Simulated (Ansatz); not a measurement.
**PH3+ (doublet): RPA-PBE over a scan of the distance P1–H2, cc-pVDZ**

Aim: run PH3+ (doublet) with these functionals over a scan of the distance P1–H2, and hold them against the top wave-function level at the same points.

Method: cc-pVDZ, all electrons in the functionals, frozen cores in the correlation of double hybrids and RPA; program: Ansatz 0.2.0, Gaussian basis.

To be run: RPA-PBE, at 1.104 Å; 1.266 Å; 1.405 Å; 1.559 Å; 1.747 Å; 1.961 Å; 2.298 Å; 2.567 Å; 3.056 Å; 3.767 Å; 4.790 Å.

## 1. The geometry

The geometry derives from a PBE0/def2-TZVP stationary point (not a proven minimum). One bond is set to the value named and the two fragments are kept rigid.

4 atoms, charge 1, spin multiplicity 2.

Atoms are counted from 1 here; the program's logs count them from 0.

Bond lengths: P1–H2 1.405 Å, P1–H3 1.405 Å, P1–H4 1.405 Å. Angles: H2–P1–H3 113.3°, H2–P1–H4 113.3°, H3–P1–H4 113.3°.

No dispersion term is added.

The geometry shown and the zero of energy belong to the point 1.405 Å. The yardstick, FCI, and other wave-function levels (R restricted, U unrestricted, valence and pair active spaces) come from earlier runs.

## 2. RPA-PBE, 1.104 Å

Contents of in.yaml:

```yaml
crystal:
  periodic: [false, false, false]
  atoms:
    - {symbol: P, position_ang: [0.008671, 0.000048, -0.030570]}
    - {symbol: H, position_ang: [1.072841, 0.011484, 0.263077]}
    - {symbol: H, position_ang: [-0.681817, 1.166878, 0.336549]}
    - {symbol: H, position_ang: [-0.657493, -1.179824, 0.339794]}
basis:
  gaussian: {orbitals: cc-pVDZ}
total_charge: 1
magnetization: {spin_polarized: true, initial_magnetization: 1}
hamiltonian: {xc: {name: PBE}}
correlation: {method: rpa, electrons: outside_noble_gas}
```

Run with:

```
ansatz run in.yaml --threads 1 --pin off --events-out ev --progress --plain --max-ram 2816MiB --backend cpu
```

After this run come: RPA-PBE, 1.266 Å; RPA-PBE, 1.405 Å; RPA-PBE, 1.559 Å; RPA-PBE, 1.747 Å; RPA-PBE, 1.961 Å; RPA-PBE, 2.298 Å; RPA-PBE, 2.567 Å; RPA-PBE, 3.056 Å; RPA-PBE, 3.767 Å; RPA-PBE, 4.790 Å.

Before running them: what should the planned runs give, taken together? Wanted: span of the FCI curve; largest miss, RPA-PBE.

The runs gave:

```
             quantity                     value
span of the FCI curve             89.1 kcal/mol
largest miss, RPA-PBE  -14.7 kcal/mol (4.790 Å)
```

In words: RPA-PBE strays by up to 14.7 kcal/mol, at 4.790 Å. Functionals and the yardstick converge differently with the basis, so part of each miss in cc-pVDZ is the basis.
